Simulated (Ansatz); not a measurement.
A made-up structure of Si₂NH₆ (charge +1), singlet:

```
9
angstrom
N 1.0287 0.6964 -0.3263
Si -0.7812 0.1550 -0.4091
Si 0.0671 -0.9139 0.8999
H -1.2359 -0.4775 -1.5964
H -1.7742 1.0749 0.0204
H 1.0642 1.6581 0.0116
H 1.4731 0.4780 -1.2180
H 0.0623 -2.3118 0.4369
H -0.5278 -0.6075 2.2117
```

It is relaxed with PBE-D4/def2-SVP and then PBE0-D4/def2-TZVP (Ansatz 0.2.0). Atoms count as bonded within 1.22 times the sum of their covalent radii (H–H: 0.88 Å). The end point is not checked to be a true minimum.

Problem. Does its bonding change? (Judge from chemistry; the calculation decides.)

Solution. Computed: Yes. Formed: N1–Si3; broken: none.

Where it ends: The first stage lowers the energy by 3.47 eV in 8 steps. It ends as Si₂NH₆ ([NH2]1[SiH2][SiH2]1), total charge +1:
```csv
atom,x (Å),y (Å),z (Å)
N1,0.6725,0.4334,-0.1924
Si2,-1.1597,0.2429,-0.6193
Si3,-0.0202,-0.9452,0.9010
H4,-1.2689,-0.2232,-2.0118
H5,-1.8596,1.4809,-0.2373
H6,0.9720,1.2954,0.2568
H7,1.3575,0.1832,-0.9014
H8,0.6367,-2.2099,0.5303
H9,0.0461,-0.5058,2.3048
```

Labels in which every atom is bracketed show which atoms are joined, not bond orders.

For scale, one of the runs: PBE0-D4/def2-TZVP relaxation, 141 basis functions, launched by `ansatz run in.yaml --threads 2 --pin off --events-out ev --progress --plain --max-ram 4352MiB`. Hardware: 2 CPU threads of an Arm Neoverse V2, shared host. Wall time about 11 s.
